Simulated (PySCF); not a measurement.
Species: acrylamide, C₃H₅NO.
Atom-mapped SMILES: `[CH2:1]=[CH:2][C:3]([NH2:4])=[O:5]` (hydrogens: H6, H7 on C1; H8 on C2; H9, H10 on N4)

Torsions of this conformer, `[CH2:1]=[CH:2][C:3]([NH2:4])=[O:5]`: C1–C2–C3–N4 180°, H–N4–C3–C2 -1°, H–N4–C3–C2 180°.

The closed-shell ground state was solved at several levels (PySCF, density fitting, gas phase, non-relativistic). The structure is a single GFN2-xTB conformer in the gas phase; no vibrational or solvent corrections.

| level | basis functions | total energy (Eh) | HOMO (eV) | LUMO (eV) | gap (eV) | dipole (D) |
| --- | --- | --- | --- | --- | --- | --- |
| B3LYP/pcJ-1 | 185 | -247.3140 | -7.13 | -1.22 | 5.91 | 3.68 |
| CAM-B3LYP/def2-SVPD | 143 | -247.0186 | -9.03 | -0.04 | 8.99 | 3.75 |

What might PBE0/pcSseg-1 (110 basis functions) give for the same quantities?

Total energy -246.9884 Eh, HOMO -7.43 eV, LUMO -1.02 eV, gap 6.41 eV, dipole 3.66 D.

Over all these levels, which gives the widest orbital gap and which the narrowest?

CAM-B3LYP/def2-SVPD (range-separated hybrid) has the widest, 8.99 eV, and B3LYP/pcJ-1 (global hybrid, 20 % exact exchange) the narrowest, 5.91 eV. Functional and basis both differ between the two, so the spread mixes both effects.

How far do the dipole and the HOMO energy spread over the levels?

The dipole runs from 3.66 to 3.75 D (mean 3.69 D) and the HOMO from -9.03 to -7.13 eV.
